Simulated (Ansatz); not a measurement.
Antifluorite Mg₂Sn, treated with RPBE (PAW; Ansatz, a first-principles code).

Input file:

Ansatz 0.2 input:
```yaml
crystal:
  lattice:
    - [0.0, 3.4191924549, 3.4191924549]
    - [3.4191924549, 0.0, 3.4191924549]
    - [3.4191924549, 3.4191924549, 0.0]
  atoms:
    - { symbol: Mg, position: [0.25, 0.25, 0.25] }
    - { symbol: Mg, position: [0.75, 0.75, 0.75] }
    - { symbol: Sn, position: [0.0, 0.0, 0.0] }
basis:
  ecutwfc: 520
  ecutrho_ratio: 4
  xc_grid: 2
kpoints:
  mp_grid: { grid: [10, 10, 10] }
hamiltonian:
  xc: rpbe
  dispersion: none
  pseudopotentials: { kind: paw }
scf:
  occupations: { method: fermi_dirac, width: 0.01 }
  convergence: { dr2_threshold: 0.0000000003 }
output:
  forces: true
  stress: true
  eigenvalues: true
```

Question: How many irreducible k-points, plane waves at Γ does the program set up, and what pressure does the run end with?

Answer: 47 irreducible k-points, 2109 plane waves at Γ; P = 0.80 GPa, so the cell is compressed on average and its volume would grow at this level.

Output (set-up and result lines):

```
Crystal: 3 atoms, lattice volume = 79.947 Å³
Basis set: ecut = 520 eV, 2109 PW (Γ), exchange–correlation on 72×72×72 points (8 copies of the dense FFT grid, shifted against one another)
Bands: 21, of which v1, the nominal top of the filled ones, is band 17 counted from 1 (16 counted from 0)
Symmetry: 48 space group operations
Space group: Fm-3m (ITA 225), of the structure as read, at distance tolerance 4.3e-5 Å
k-points: 47 of 1000
Functional: x = rpbe, c = pbe(β = 0.06672455060314922)
SCF iter   1: F=—  HF=-9886.569314 eV  |F-HF|=—  |Δ(HF+E_count)|=         —  Δρ=3.01e-3  dr2=1.32e-2
SCF iter   2: F=—  HF=-9886.566738 eV  |F-HF|=—  |Δ(HF+E_count)|=   2.58e-3  Δρ=1.85e-3  dr2=7.23e-3
  ...
SCF iter   7: F=—  HF=-9886.565551 eV  |F-HF|=—  |Δ(HF+E_count)|=   3.23e-7  Δρ=1.36e-6  dr2=1.44e-9
SCF iter   8: F=-9886.565551 eV  HF=-9886.565551 eV  |F-HF|=4.37e-11  |Δ(HF+E_count)|=   4.54e-9  Δρ=1.54e-7  dr2=1.19e-11
SCF 1 converged in 8 iterations: F = -9886.565551 eV  dr2 = 1.19e-11
SCF converged after 8 iterations
Free energy (F): -9886.565551 eV
Internal energy: -9886.565484 eV  (E = F + TS)
E sigma→0 (E₀):  -9886.565517 eV
Fermi energy:    6.757907 eV
--- Stress (GPa, compression-positive) ---
        0.800664       0.000000       0.000000
        0.000000       0.800664       0.000000
        0.000000       0.000000       0.800664
  P = ⅓ Tr σ = 0.8007 GPa (8.007 kbar)
```

The cell is one volume of an energy–volume scan, off the minimum.

The PAW data were made under PBE.

Note: the gap of the solid is closed in this run. Note: the run finds no gap at this volume, although the solid has one.
